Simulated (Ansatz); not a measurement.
`C#CCOCC`, relaxed with RKS PBE-D4/def2-SVP in Ansatz 0.2.0 from a rough embedded geometry. The force threshold is 0.03 eV/Å; the program also tests the step.

Charge 0, multiplicity 1.

Start:

```xyz
14

C    -0.565    2.277    2.598
C    -0.175    1.463    1.801
C     0.374    0.478    0.842
O    -0.359    0.607   -0.363
C     0.189   -0.209   -1.417
C    -0.262   -1.657   -1.206
H    -0.973    2.965    3.318
H     0.340   -0.513    1.241
H     1.455    0.652    0.662
H     1.268   -0.135   -1.469
H    -0.216    0.165   -2.391
H    -1.348   -1.761   -1.103
H     0.233   -2.072   -0.370
H     0.040   -2.258   -2.143
```

Problem. How much energy does the relaxation release, and in how many steps? (Estimate.)

Solution. Computed: 24.07 kJ/mol, in 7 steps.

Problem. Which bonds change most? (An estimate is asked.)

Solution. Computed: C6–H13 from 1.057 to 1.109 Å; C3–H8 from 1.069 to 1.120 Å; C6–H14 from 1.153 to 1.109 Å; C5–H10 from 1.083 to 1.120 Å.

Problem. Give the relaxed structure. (Best estimate.)

Solution. The calculation gave: 
```xyz
14

C    -0.552    2.291    2.626
C    -0.152    1.484    1.801
C     0.342    0.505    0.835
O    -0.348    0.629   -0.394
C     0.155   -0.218   -1.417
C    -0.226   -1.688   -1.254
H    -0.911    3.007    3.352
H     0.231   -0.518    1.277
H     1.444    0.656    0.688
H     1.267   -0.113   -1.494
H    -0.274    0.181   -2.359
H    -1.326   -1.795   -1.167
H     0.237   -2.149   -0.358
H     0.111   -2.272   -2.135
```
